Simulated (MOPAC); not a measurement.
MOPAC input (MNDO):

```
MNDO 1SCF UHF MS=0.5 GEO-OK AUX(PRECISION=9) THREADS=1
C3H7O

O    -0.04634422 1   -0.67304699 1    0.09092762 1
C    -0.05291725 1    0.73251557 1   -0.05466044 1
C     1.23300486 1   -1.23469327 1   -0.09432707 1
C    -1.42383591 1    1.25019667 1    0.11613972 1
H     0.63445594 1    1.19531475 1    0.67585883 1
H     0.34897909 1    1.00381637 1   -1.05108243 1
H     1.13647199 1   -2.31162275 1    0.03325639 1
H     1.62175563 1   -1.02638518 1   -1.09994825 1
H     1.95143697 1   -0.85026382 1    0.64168156 1
H    -2.26251947 1    0.57073731 1    0.09343214 1
H    -1.59733654 1    2.31466541 1    0.17646751 1
```

From the last part of the output:

```
                                                       MOPAC v23.2.5 Linux

          FINAL HEAT OF FORMATION =        -23.09108 KCAL/MOL =     -96.61306 KJ/MOL

          COSMO AREA              =        107.12 SQUARE ANGSTROMS
          COSMO VOLUME            =         89.54 CUBIC ANGSTROMS

          IONIZATION POTENTIAL    =          9.612458 EV
          ALPHA SOMO LUMO (EV)    =         -9.612  3.518
          BETA  SOMO LUMO (EV)    =        -11.109  1.074
          NO. OF ALPHA ELECTRONS  =         13
          NO. OF BETA  ELECTRONS  =         12
          MOLECULAR WEIGHT        =         59.0877         POINT GROUP:  C1

          MOLECULAR DIMENSIONS (Angstroms)

            Atom       Atom       Distance
            H    11    H     7     5.37557
            H    10    H     9     2.97414
            H     6    H     9     1.62198

          SCF CALCULATIONS        =          1

   ATOM   CHEMICAL          X               Y               Z
  NUMBER   SYMBOL      (ANGSTROMS)     (ANGSTROMS)     (ANGSTROMS)

     1       O         -0.04634422  *  -0.67304699  *   0.09092762  *
     2       C         -0.05291725  *   0.73251557  *  -0.05466044  *
     3       C          1.23300486  *  -1.23469327  *  -0.09432707  *
     4       C         -1.42383591  *   1.25019667  *   0.11613972  *
     5       H          0.63445594  *   1.19531475  *   0.67585883  *
     6       H          0.34897909  *   1.00381637  *  -1.05108243  *
     7       H          1.13647199  *  -2.31162275  *   0.03325639  *
     8       H          1.62175563  *  -1.02638518  *  -1.09994825  *
     9       H          1.95143697  *  -0.85026382  *   0.64168156  *
    10       H         -2.26251947  *   0.57073731  *   0.09343214  *
    11       H         -1.59733654  *   2.31466541  *   0.17646751  *

                             CARTESIAN COORDINATES

   1    O       -0.046344220    -0.673046990     0.090927620
   2    C       -0.052917250     0.732515570    -0.054660440
   3    C        1.233004860    -1.234693270    -0.094327070
   4    C       -1.423835910     1.250196670     0.116139720
   5    H        0.634455940     1.195314750     0.675858830
   6    H        0.348979090     1.003816370    -1.051082430
   7    H        1.136471990    -2.311622750     0.033256390
   8    H        1.621755630    -1.026385180    -1.099948250
   9    H        1.951436970    -0.850263820     0.641681560
  10    H       -2.262519470     0.570737310     0.093432140
  11    H       -1.597336540     2.314665410     0.176467510

           Empirical Formula: C3 H7 O  =    11 atoms

      MOLECULAR POINT GROUP   :   C1

          ALPHA EIGENVALUES
 -43.37046 -33.58136 -27.84641 -23.61849 -17.70653 -16.55144 -15.94663 -14.41718
 -14.06050 -13.56166 -12.57051 -11.18715  -9.61246   3.51849   3.81385   4.01533
   4.11052   4.35479   4.69406   4.86692   5.14975   5.25413   6.44887

           BETA EIGENVALUES
 -43.32117 -32.80605 -27.64863 -22.97868 -17.66973 -16.47660 -15.87645 -14.22218
 -13.88441 -13.41617 -12.50506 -11.10867   1.07440   3.57261   3.94104   4.08399
   4.18045   4.46978   5.03526   5.18442   5.50871   5.63347   6.48351

              NET ATOMIC CHARGES AND DIPOLE CONTRIBUTIONS

  ATOM NO.   TYPE          CHARGE      No. of ELECS.   s-Pop       p-Pop
    1          O          -0.331101        6.3311     1.83608     4.49502
    2          C           0.187248        3.8128     1.19967     2.61308
    3          C           0.200090        3.7999     1.21531     2.58460
    4          C          -0.120311        4.1203     1.27134     2.84897
    5          H          -0.008478        1.0085     1.00848
    6          H          -0.009362        1.0094     1.00936
    7          H           0.013834        0.9862     0.98617
    8          H          -0.022419        1.0224     1.02242
    9          H          -0.022236        1.0222     1.02224
   10          H           0.062716        0.9373     0.93728
   11          H           0.050020        0.9500     0.94998
 DIPOLE           X         Y         Z       TOTAL
 POINT-CHG.     0.620     0.502    -0.209     0.824
 HYBRID         0.422     0.277    -0.138     0.523
 SUM            1.042     0.779    -0.347     1.346

          ATOMIC ORBITAL ELECTRON POPULATIONS

     Atom    s        px        py        pz
    1  O   1.83608   1.35686   1.22058   1.91758
    2  C   1.19967   0.92907   0.77710   0.90690
    3  C   1.21531   0.78615   0.90490   0.89355
    4  C   1.27134   0.92038   0.92164   1.00695
    5  H   1.00848
    6  H   1.00936
    7  H   0.98617
    8  H   1.02242
    9  H   1.02224
   10  H   0.93728
   11  H   0.94998

                    (SZ)    =    0.500000
                    (S**2)  =    0.759783

          ATOMIC ORBITAL SPIN POPULATIONS

    Atom   Total    s     px     py     pz
         Atomic
    1  O  0.0034 -0.000  0.001  0.004 -0.001
    2  C -0.0860 -0.010 -0.045 -0.006 -0.025
    3  C -0.0021 -0.000 -0.001 -0.001 -0.000
    4  C  1.1224  0.057  0.054  0.056  0.956
    5  H  0.0278  0.028
    6  H  0.0405  0.041
    7  H  0.0003  0.000
    8  H  0.0001  0.000
    9  H  0.0001  0.000
   10  H -0.0531 -0.053
   11  H -0.0534 -0.053

 **********************
 *                    *
 * JOB ENDED NORMALLY *
 *                    *
 **********************

 == MOPAC DONE ==
```
